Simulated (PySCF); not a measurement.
Dissociation curve of SMILES C#C (C2H2). The C1–H4 bond (C1 also carries C; H4 carries nothing else) is varied alone, starting from the PBE0/def2-TZVP optimised geometry.

Calculation: CCSD(T) on UHF/cc-pVDZ, 2 core orbitals frozen (PySCF).

Problem. Relative to R = 1.06 Å, what are the energies at R = 0.91, 1.02, 2.33, 3.72 Å?

Solution. 75.6 kJ/mol at 0.91 Å, 6.7 kJ/mol at 1.02 Å, 507.7 kJ/mol at 2.33 Å, 555.1 kJ/mol at 3.72 Å.

The unrestricted determinant behind UCCSD(T) is spin-contaminated at 1.60 to 3.72 Å (<S²> up to 1.3, against 0.00 for a pure singlet).
